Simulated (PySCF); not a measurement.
Series: binary hydrides. All species are isolated molecules in the gas phase. Strings in code marks are SMILES.

Method: TPSSh-D3(BJ)/def2-TZVP // PBE0-D3(BJ)/def2-TZVP (PySCF). All candidates: neutral, multiplicity 1. Delta-SCF ions had no search for a lower state. 

- adiabatic ionisation energy (no zero-point term): 11.42 eV
- vertical ionisation energy (Delta-SCF): 12.15 eV
- HOMO–LUMO gap: 9.86 eV

Task: Name which member has these values.
A) `S`
B) `Br`
C) `[GeH4]`
D) `[BiH3]`

Result: C, `[GeH4]`. The others give `Br`: 11.72 eV, 11.73 eV, 7.49 eV; `S`: 10.30 eV, 10.32 eV, 6.94 eV; `[BiH3]`: 9.48 eV, 10.02 eV, 6.74 eV
